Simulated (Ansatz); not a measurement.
in.yaml

```yaml
crystal:
  periodic: [false, false, false]
  atoms:
    - {symbol: Be, position_ang: [0.000000, 0.000000, 0.266601]}
    - {symbol: Be, position_ang: [0.000000, 0.000000, -1.881688]}
    - {symbol: H, position_ang: [0.000000, 0.000000, 1.615087]}
basis:
  gaussian: {orbitals: cc-pVDZ}
magnetization: {spin_polarized: false, initial_magnetization: 1}
correlation: {method: fci, electrons: outside_noble_gas}
```

```sh
$ ansatz run in.yaml --threads 1 --pin off --events-out ev --progress --plain --max-ram 2393MiB
```

Log:

```
568 factors; integrals over basis functions are off by at most 2.3e-7 eV
mean field evaluation 1: about -808.5271 eV, gradient 7.7e0 eV
mean field evaluation 2: about -808.5729 eV, gradient 7.9e0 eV
mean field evaluation 4: about -809.8986 eV, gradient 1.1e0 eV
mean field evaluation 8: about -809.9424 eV, gradient 2.6e-4 eV
mean field evaluation 16: about -809.9411 eV, gradient 2.7e-1 eV
mean field -809.94239365 eV, -29.7648339679 hartree, gradient 3.0e-6 eV, S^2 0.750000; 2 other end points of the search recorded, 0 dependent functions left out
mean field evaluation 32: about -808.9872 eV, gradient 4.1e0 eV
2 core orbitals not correlated: weight in the atoms' cores, before any rotation towards them, 1.000 or more for the frozen orbitals, at most 0.000 for the correlated occupied ones
reference -809.94239365 eV, -29.7648339679 hartree; 3, 2 occupied and 28, 29 virtual orbitals, 568 factors
state -812.17591869 eV, -29.8469144991 hartree
Total energy: -812.17591869 eV, -29.8469144991 hartree
```

Ran on 1 thread of Intel Xeon, shared host: 14 s wall, 0.13 GiB peak host memory.
